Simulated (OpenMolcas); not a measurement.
# B86PBE/ANO-L-VDZP (RICD fitting, time step au 20) run of BH3 (SMILES B)

Wanted: molecular dynamics of BH3. 

The calculation is run with OpenMolcas 26.06.

10 further runs of the same task are left out: 2 that didn't finish, 8 set aside as unsound or not needed.

**1. The molecule**

BH3: 4 atoms, total charge 0, spin state singlet. SMILES: `B`. The coordinates come from a PBE0-D4/def2-TZVP relaxation. The run starts from this shape.

Bond lengths: B1–H2 1.193 Å, B1–H3 1.193 Å, B1–H4 1.193 Å. Angles: H2–B1–H3 120.0°, H2–B1–H4 120.0°, H3–B1–H4 120.0°.

**2. Molecular dynamics at B86PBE/ANO-L-VDZP (RICD fitting, time step au 20)**

run.inp reads:

```
* BH3 Kohn-Sham DFT
>>> EXPORT MOLCAS_PRINT=2
&gateway
coord
4
angstrom
B        0.013900      -0.015100      -0.005100
H        0.982200       0.381700       0.568800
H       -0.276200      -1.171800       0.043000
H       -0.664400       0.744900      -0.626900
basis=ANO-L-VDZP
group=NoSym
ricd
>>> EXPORT MOLCAS_MAXITER=15
>>> Do While
&seward
&scf
ksdft=B86PBE
prorbitals=1 1
&alaska
&dynamix
velver
dt=20
velo=3
ther=0
temp=100
>>> EndDo
```

Started as:

```bash
$ export MOLCAS_MEM=1860
$ pymolcas run.inp > run.log
```

Standard output:

```text
--- Start Module: gateway ---
[...]
--- Stop Module: gateway /rc=_RC_ALL_IS_WELL_ ---
[...]
      Basis functions           29
[...]
       Convergence after   8 Iterations
[...]
::    Total KS-DFT energy                             -26.6000751379
[...]
      Total spin, S                                     0.0000000000
[...]
      Total electronic charge=    8.000000
      Total            charge=   -0.000000
[...]
      Dipole Moment (debye):
      Origin of the operator (angstrom)=    0.0139   -0.0151   -0.0051
                   X=  6.9764E-05               Y= -2.2424E-05               Z= -1.3469E-04           Total=  1.5333E-04
      Quadrupole Moment (debye*angstrom):
[...]
 *              Molecular gradients               *
 **************************************************
  Irreducible representation: a
 ------------------------------------------------------------------------------------------
                              X                       Y                       Z
 ------------------------------------------------------------------------------------------
  B1                5.33836227474679E-09    5.02659132103965E-06   -2.13833082573362E-05
  H2               -4.25590513581198E-03   -1.73577250589396E-03   -2.51697555610009E-03
  H3                1.26985178452432E-03    5.07493995556363E-03   -2.05836788189584E-04
  H4                2.98604801292401E-03   -3.34419404098596E-03    2.74419565254691E-03
 ------------------------------------------------------------------------------------------
[...]
--- Start Module: alaska ---
--- Stop Module: alaska /rc=_RC_ALL_IS_WELL_ ---
--- Start Module: dynamix ---
[...]
--- Stop Module: dynamix /rc=_RC_ALL_IS_WELL_ ---
[...]
```

It took 36 s on 1 thread of Arm Neoverse V1, shared host.

Step by step:

| step | potential energy change (eV) |
| --- | --- |
| 0 | 0.0000 |
| 1 | -0.0025 |
| 2 | -0.0027 |
| 3 | -0.0007 |
| 4 | 0.0032 |
| 5 | 0.0083 |
| 6 | 0.0136 |
| 7 | 0.0184 |
| 8 | 0.0218 |
| 9 | 0.0234 |
| 10 | 0.0231 |
| 11 | 0.0210 |
| 12 | 0.0175 |
| 13 | 0.0135 |
| 14 | 0.0098 |

**3. What came out**

At B86PBE/ANO-L-VDZP (RICD fitting, time step au 20):

| quantity | value |
| --- | --- |
| potential energy of the last frame | -26.59972 Eh |

Mulliken charges run from -0.45 on B1 to +0.15 on H2.
